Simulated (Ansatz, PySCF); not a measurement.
Molecule: AlF$_{3}$, net charge 0, singlet state. SMILES: [F][Al]([F])[F]
Structure (B3LYP-D3(BJ)/def2-TZVP (Ansatz, a program for electronic structure) minimum search):
```
Al
F 1 1.6342
F 1 1.6342 2 120.00
F 1 1.6342 2 120.00 3 -180.00
```


Quantity: enthalpy of formation at 298 K (from the atomisation energy, B3LYP-D3(BJ)/def2-TZVP harmonic zero-point and thermal terms from PySCF, and the atoms' enthalpies of formation in the G2/97 table; no spin-orbit terms, and no core term in the frozen-core levels), in kcal/mol. Valence correlation only, unless marked. UHF or UKS for open shells. No spin-orbit coupling. Non-relativistic unless marked X2C. The coupled-cluster limit lacks core correlation, which all-electron functionals hold. CBS marks a two-point X^-3 extrapolation of the correlation energy; Hartree-Fock from the larger set.

```tsv
level	program	enthalpy of formation at 298 K (kcal/mol)
HF/6-31G*	Ansatz	-175.0
BLYP/def2-TZVPD	Ansatz	-280.9
PBE0-D3(BJ)/def2-TZVPD	Ansatz + dftd3	-273.9
PBE0-D4/def2-TZVP	Ansatz + dftd4	-274.1
```

Problem. Estimate the value at CCSD(T)/CBS(cc-pV(T+d)Z,cc-pV(Q+d)Z) as computed with Ansatz.

Solution. -293.3 kcal/mol
